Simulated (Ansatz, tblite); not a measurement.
# [Ni(NH3)6]3+ (NiN₆H₁₈ (+3)): a ladder of methods and basis sets

An exercise on one series of results from a longer session: the logs are not shown, and one member is left open.

Method: as each input shows; program: Ansatz 0.2.0, Gaussian basis.

The runs, in order: GFN1-xTB, GFN2-xTB, PBE-D4/def2-TZVP, r2SCAN-D4/def2-TZVP, BLYP-D4/def2-TZVP, HSE06-D4/def2-TZVP, PBE-D4/def2-SVP, PBE0-D4/def2-SVP, MP2/def2-TZVP.

2 further runs of the same task are left out: 2 set aside as unsound or not needed.

## The geometry

The geometry is that of the doublet, from an earlier relaxation (PBE-D4/def2-SVP).

25 atoms, charge 3, spin multiplicity 2.

Bond lengths: Ni1–N2 2.009 Å, Ni1–N6 2.009 Å, Ni1–N10 2.270 Å, Ni1–N14 2.271 Å, Ni1–N18 2.008 Å, Ni1–N22 2.008 Å, N2–H3 1.037 Å, N2–H4 1.037 Å, N2–H5 1.037 Å, N6–H7 1.037 Å, N6–H8 1.037 Å, N6–H9 1.037 Å, N10–H11 1.037 Å, N10–H12 1.037 Å, N10–H13 1.037 Å, N14–H15 1.037 Å, N14–H16 1.037 Å, N14–H17 1.037 Å and more. Angles: N2–Ni1–N6 179.9°, N2–Ni1–N10 89.3°, N2–Ni1–N14 90.8°, N2–Ni1–N18 89.8°, N2–Ni1–N22 90.2°, N6–Ni1–N10 90.6°, N6–Ni1–N14 89.3°, N6–Ni1–N18 90.2°, N6–Ni1–N22 89.8°, N10–Ni1–N14 179.9°, N10–Ni1–N18 90.1°, N10–Ni1–N22 90.1°, N14–Ni1–N18 90.1°, N14–Ni1–N22 89.8°, N18–Ni1–N22 179.9°, Ni1–N2–H3 113.0°, Ni1–N2–H4 114.7°, Ni1–N2–H5 113.5° and more.

Formally the metal is d7. No spin-orbit coupling is included. The ion is computed in the gas phase, without counter-ions or solvent.

PBE0-D4/def2-TZVP was run before; its log isn't repeated, and its numbers join the tables.

The first run:

Tight binding, by tblite at 300 K electronic temperature and without a spin-polarisation term:

```python
tblite.interface.Calculator('GFN1-xTB', numbers, positions, charge=3, uhf=1).singlepoint()
```

Tight binding, by tblite at 300 K electronic temperature and without a spin-polarisation term:

```python
tblite.interface.Calculator('GFN2-xTB', numbers, positions, charge=3, uhf=1).singlepoint()
```

start.molden holds the orbitals of an earlier run on this state, given as this run's starting guess.

The input, in.yaml:

```yaml
crystal:
  periodic: [false, false, false]
  atoms:
    - {symbol: Ni, position_ang: [0.000177, 0.000730, 0.000370]}
    - {symbol: N, position_ang: [0.021330, 0.012030, 2.008962]}
    - {symbol: H, position_ang: [0.875834, 0.448523, 2.403067]}
    - {symbol: H, position_ang: [-0.018747, -0.926441, 2.448511]}
    - {symbol: H, position_ang: [-0.772750, 0.530865, 2.428516]}
    - {symbol: N, position_ang: [-0.016835, -0.009361, -2.008355]}
    - {symbol: H, position_ang: [0.758291, -0.557511, -2.426045]}
    - {symbol: H, position_ang: [0.060900, 0.927083, -2.447155]}
    - {symbol: H, position_ang: [-0.886147, -0.412999, -2.405046]}
    - {symbol: N, position_ang: [2.269636, -0.021474, 0.005862]}
    - {symbol: H, position_ang: [2.696972, -0.587521, 0.762125]}
    - {symbol: H, position_ang: [2.714574, 0.907744, 0.120125]}
    - {symbol: H, position_ang: [2.711390, -0.395525, -0.854060]}
    - {symbol: N, position_ang: [-2.270441, 0.017786, -0.007619]}
    - {symbol: H, position_ang: [-2.715374, 0.348787, 0.868147]}
    - {symbol: H, position_ang: [-2.711263, -0.906817, -0.166595]}
    - {symbol: H, position_ang: [-2.699141, 0.617248, -0.736886]}
    - {symbol: N, position_ang: [0.017895, 2.008592, -0.002623]}
    - {symbol: H, position_ang: [0.195913, 2.439304, 0.923842]}
    - {symbol: H, position_ang: [-0.879243, 2.422978, -0.317858]}
    - {symbol: H, position_ang: [0.743742, 2.416346, -0.621357]}
    - {symbol: N, position_ang: [-0.021452, -2.007047, 0.004008]}
    - {symbol: H, position_ang: [-0.217663, -2.437159, -0.919061]}
    - {symbol: H, position_ang: [-0.737582, -2.412205, 0.635662]}
    - {symbol: H, position_ang: [0.879972, -2.423943, 0.303453]}
basis:
  gaussian: {orbitals: def2-TZVP, initial_orbitals: start.molden}
total_charge: 3
magnetization: {spin_polarized: true, initial_magnetization: 1}
hamiltonian: {xc: pbe, dispersion: d4}
scf: {omitted_lower_state_checks: [starts]}
output: {orbitals: {seedname: orbitals}}
```

Started as:

```bash
> ansatz run in.yaml --threads 6 --pin off --events-out ev --progress --plain --max-ram 7833MiB
```

Steps of the session up to this table: PBE-D4/def2-TZVP; r2SCAN-D4/def2-TZVP; BLYP-D4/def2-TZVP; HSE06-D4/def2-TZVP; PBE-D4/def2-SVP; PBE0-D4/def2-SVP; MP2/def2-TZVP.

One table of the session follows, with a row left open; its other results are not shown here.

It belongs to the step «Levels side by side». 

| level | HOMO (eV) | LUMO (eV) | gap (eV) |
| --- | --- | --- | --- |
| PBE-D4/def2-SVP | -18.25 | -17.70 | 0.55 |
| PBE-D4/def2-TZVP | -18.33 | -17.74 | 0.59 |
| BLYP-D4/def2-TZVP | -18.23 | -17.62 | 0.61 |
| r2SCAN-D4/def2-TZVP | -18.92 | -18.04 | 0.88 |
| PBE0-D4/def2-SVP | ? | ? | ? |
| PBE0-D4/def2-TZVP | -20.54 | -17.19 | 3.35 |
| HSE06-D4/def2-TZVP | -20.13 | -17.57 | 2.56 |

Q: Estimate the row for PBE0-D4/def2-SVP from the others.

As computed: HOMO (eV): -20.54; LUMO (eV): -17.22; gap (eV): 3.32.
